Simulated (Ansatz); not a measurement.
Geometry optimisation, RKS B3LYP/def2-mTZVP (Ansatz).

The input (input.yaml):

```yaml
crystal:
  periodic: [false, false, false]
  atoms:
    - { symbol: B, position_ang: [-0.015422, -0.301374, -0.101367] }
    - { symbol: H, position_ang: [-0.051227, -0.489989, 1.071097] }
    - { symbol: Cl, position_ang: [1.492532, -0.625017, -0.952998] }
    - { symbol: H, position_ang: [-0.978069, -0.018133, -0.724082] }
    - { symbol: O, position_ang: [0.307136, 1.970533, 1.128461] }
    - { symbol: H, position_ang: [1.24238, 2.210288, 1.11606] }
    - { symbol: H, position_ang: [0.262569, 1.217892, 1.761228] }
basis:
  gaussian: { orbitals: def2-mTZVP }
hamiltonian:
  xc: b3lyp
relax:
  f_tol: 0.03
  max_steps: 50
```

Command:

```bash
$ ansatz run input.yaml --threads 1 --pin off --max-ram 2048MiB --backend cpu --events-out ev --progress --plain --runs-dir out
```

Problem. Where does it end, and by what steps?

Solution. The run converged. The force dipped under the threshold on the way, but the program's further checks kept it going. After 23 steps the energy has fallen by 0.470 eV; H6 moved furthest, 0.90 Å. Joined: B1–O5 (2.60 → 1.67 Å).

| step | energy less start (eV) | largest force component (eV/Å) | accepted |
| --- | --- | --- | --- |
| 0 | 0.0000 | 0.811 | yes |
| 1 | -0.0480 | 1.385 | yes |
| 2 | 0.0425 | 3.357 | no |
| 3 | -0.0819 | 1.787 | yes |
| 4 | -0.1337 | 1.436 | yes |
| 5 | -0.2351 | 0.607 | yes |
| 6 | -0.3658 | 0.817 | yes |
| 7 | -0.3188 | 1.301 | no |
| 8 | -0.3774 | 0.954 | yes |
| 9 | -0.4215 | 0.153 | yes |
| 10 | -0.4324 | 0.301 | yes |
| 11 | -0.4292 | 0.748 | no |
| 12 | -0.4397 | 0.071 | yes |
| 13 | -0.4478 | 0.085 | yes |
| 14 | -0.4442 | 0.770 | no |
| 15 | -0.4539 | 0.078 | yes |
| 16 | -0.4585 | 0.243 | yes |
| 17 | -0.4643 | 0.150 | yes |
| 18 | -0.4422 | 0.537 | no |
| 19 | -0.4685 | 0.034 | yes |
| 20 | -0.4696 | 0.006 | yes |
| 21 | -0.4697 | 0.067 | yes |
| 22 | -0.4697 | 0.069 | no |
| 23 | -0.4698 | 0.002 | yes |

```xyz
7
Properties=species:S:1:pos:R:3
B -0.010 0.015 0.169
H -0.397 -0.761 0.982
Cl 1.711 -0.373 -0.444
H -0.741 0.370 -0.699
O 0.207 1.413 1.065
H 0.614 2.076 0.479
H 0.877 1.224 1.745
```

Run time: 49 s on 1 thread of Arm Neoverse V2, with other jobs on the host, peak memory 0.13 GiB.
